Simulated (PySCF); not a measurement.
NMR data simulated for an unnamed compound:

¹H NMR (500 MHz, computed): δ 6.61 (m, 2H), 5.54 (m, 2H), 5.45 (m, 2H).

¹³C{¹H} NMR (computed): δ 146.7 (CH), 125.3 (CH2).

[PySCF 2.14.0 with density-fitted response routines: J: B3LYP/pcJ-1 (without the spin–dipole term); GFN2-xTB structure; NMR shieldings at PBE0/pcSseg-1/GIAO; averaged over atoms made equivalent by symmetry, fast rotation or ring inversion; relativity neglected; single conformer; gas phase]

References, each an isolated molecule treated in the same way: ¹H (31.72 ppm) and ¹³C (186.93 ppm) vs TMS.

**Question.** Which of these does the molecule contain: a vinyl group CH=CH2, a Si–CH3 group, a non-aromatic C=C double bond, a C≡C triple bond, an S-methyl group?

**Answer.** 
- A vinyl group CH=CH2: yes (δC 125.3, 146.7; δH 5.54 (m), 5.45 (m), 6.61 (m)).
- A Si–CH3 group: no.
- A non-aromatic C=C double bond: yes.
- A C≡C triple bond: no.
- An S-methyl group: no.

The data belong to 1,3-butadiene (SMILES C=CC=C); they needn't prove each group on their own.

Carbon signals by region: 2 in the sp2 and nitrile region (100–160 ppm).

Multiplet labels drop couplings under 1 Hz and merge nearly equal ones. Couplings among chemically equivalent protons are left out too, so labels in AA′BB′ or AA′XX′ sets are apparent multiplicities. Unscaled 3J(H,H) at this level run about 10 % above measured values. Shifts are as computed. Against solution values, carbons near 30 ppm lie about +3 ppm off and those near 130 ppm about +5 ppm. Of 1211 compounds with measured shifts, 218 miss one by over three times the rms of a fit or turn the order of signals round; such compounds aren't used in these exercises.
